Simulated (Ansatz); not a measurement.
**Relative stability**

Two relaxed structures of CH4ClSi (charge -1), singlet (PBE0-D4/def2-TZVPD; forces vanish, vibrations not checked).

A:

C1  (-0.595, 0.442, -0.320)
Si2  (1.167, -0.373, -0.341)
Cl3  (0.591, -2.265, 0.732)
H4  (-0.488, 1.501, -0.591)
H5  (-1.092, 0.382, 0.654)
H6  (-1.246, -0.024, -1.068)
H7  (1.664, 0.337, 0.935)
(Å)

B:

```xyz
7
angstrom
C 1.0188 -0.3618 -0.1753
Si -0.5927 0.4297 -0.2662
Cl 0.9178 -2.0830 0.4271
H -0.4017 1.8669 -0.6821
H -1.5614 0.5374 0.9178
H -1.4904 -0.1923 -1.3038
H 1.7678 0.1379 0.4422
```

Program: Ansatz 0.2.0. Basis: def2-TZVPPD. Cores are frozen in the correlated methods. B3LYP uses VWN-RPA correlation.

**Question.** Which structure is lower at CCSD(T), and by how much? (To be estimated.)

**Answer.** The calculation gives: A, by 233.8 kJ/mol (electronic energy, against the other). By their contacts, A is CH₄ClSi ([CH3][SiH][Cl]), total charge -1 and B is CH₄ClSi ([SiH3][CH][Cl]), total charge -1.

All methods give the same order:

```
   method  E(B) − E(A) (kJ/mol)
   PBE-D4                 229.4
r2SCAN-D4                 229.3
  PBE0-D4                 234.8
 B3LYP-D4                 231.8
  wB97M-V                 236.5
       HF                 239.0
      MP2                 232.0
     CCSD                 236.9
  CCSD(T)                 233.8
```

No T1 diagnostic of these runs exceeds 0.013.

Labels in which every atom is bracketed show which atoms are joined, not bond orders.

For scale, one of the runs: CCSD(T)/def2-TZVPPD, 204 basis functions, launched by `ansatz run in.yaml --threads 2 --pin off --events-out ev --progress --plain --max-ram 4352MiB`. Hardware: 2 CPU threads of an Arm Neoverse V1, shared host. Wall time 65 s; peak host memory 2.4 GiB.
